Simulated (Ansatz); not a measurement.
# CH6AlCl: the cost of one run

All numbers below are computed with Ansatz 0.2.0 (RKS B3LYP-D4/def2-SVP).

## (1) The structure to begin with

Bond lengths: Al1–C2 2.320 Å, C2–H3 1.110 Å, C2–H4 1.110 Å, C2–H5 1.110 Å, Al1–H6 1.560 Å, Al1–Cl7 2.230 Å. Angles: Al1–C2–H3 109.5°, Al1–C2–H4 109.5°, Al1–C2–H5 109.5°, H3–C2–H4 109.4°, H3–C2–H5 109.4°, H4–C2–H5 109.4°, C2–Al1–H6 120.0°, C2–Al1–Cl7 120.0°, H6–Al1–Cl7 120.0°.

As a file:

```xyz
9

Al    0.0000    0.0000    0.0000
C     0.0000    0.0000    2.3200
H    -0.9996   -0.3092    2.6905
H     0.7676   -0.7111    2.6905
H     0.2320    1.0203    2.6905
H     1.3510    0.0000   -0.7800
Cl   -1.9312    0.0000   -1.1150
H    -0.2382   -1.7490    0.5865
H    -0.1900   -1.3947    1.5677
```

## (2) A restrained relaxation towards end A

Springs on the bonds that form and break draw the guess towards this end; the thresholds are loose.

input.yaml

```yaml
crystal:
  periodic: [false, false, false]
  atoms:
    - { symbol: Al, position_ang: [0.0, 0.0, 0.0] }
    - { symbol: C, position_ang: [0.0, 0.0, 2.32] }
    - { symbol: H, position_ang: [-0.9996, -0.3092, 2.6905] }
    - { symbol: H, position_ang: [0.7676, -0.7111, 2.6905] }
    - { symbol: H, position_ang: [0.232, 1.0203, 2.6905] }
    - { symbol: H, position_ang: [1.351, 0.0, -0.78] }
    - { symbol: Cl, position_ang: [-1.9312, 0.0, -1.115] }
    - { symbol: H, position_ang: [-0.2382, -1.749, 0.5865] }
    - { symbol: H, position_ang: [-0.19, -1.3947, 1.5677] }
basis:
  gaussian: { orbitals: def2-SVP }
hamiltonian:
  xc: b3lyp
  dispersion: d4
relax:
  f_tol: 0.15
  max_steps: 25
  restrain:
    - { distance: [0, 7], at: 2.76, k: 30.0 }
    - { distance: [8, 1], at: 2.31, k: 30.0 }
    - { distance: [0, 1], at: 1.97, k: 30.0 }
    - { distance: [8, 7], at: 0.66, k: 30.0 }
```

Launch:

```
> ansatz run input.yaml --threads 1 --pin off --max-ram 2048MiB --backend cpu --events-out ev --progress --plain --runs-dir out
```

Q: Estimate wall time and peak memory on 1 thread of Arm Neoverse V2, shared host.

About 31 s, with a peak of 0.15 GiB.
